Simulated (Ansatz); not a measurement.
A calculation on 1T (CdI2-type) TiS2 returned lattice constant a 3.416 Å, lattice parameter c 6.577 Å.

For reference: lattice constant a 3.407 Å (measured, temperature not stated, not corrected to a static lattice; as tabulated in Chianelli et al. (1975), doi:10.1016/0025-5408(75)90100-2); lattice parameter c 5.695 Å (measured, temperature not stated, not corrected to a static lattice; as tabulated in Chianelli et al. (1975), doi:10.1016/0025-5408(75)90100-2).

Task: Which level of theory produced these numbers?
A) Hartree–Fock (Ansatz (a program for electronic structure))
B) HSE06-D3(BJ) (Ansatz)
C) PBE0-D4 (Ansatz)
D) PBE (Ansatz)

Result: D, PBE (Ansatz)

The others give: HSE06-D3(BJ) 3.353 Å, 5.504 Å; PBE0-D4 3.378 Å, 5.681 Å; Hartree–Fock 3.535 Å, 7.902 Å.

Unless a cell is named, each level is at its own relaxed cell (Hartree–Fock 28.50, HSE06-D3(BJ) 17.86, PBE 22.15, PBE0-D4 18.72 Å³/atom).

Caveats: exact exchange on metals is sensitive to the k mesh and can open a false gap (HSE06-D3(BJ), PBE0-D4); for a layered or molecular solid the relaxed cell lies over 5 % above the published volume, where the minimum can be shallow (PBE); the cell comes from a level without a dispersion term, which matters for the spacing of layers, chains or molecules (Hartree–Fock, PBE). Ansatz's density-functional and Hartree–Fock values are scalar-relativistic unless marked +SOC, with PAW data made under PBE.
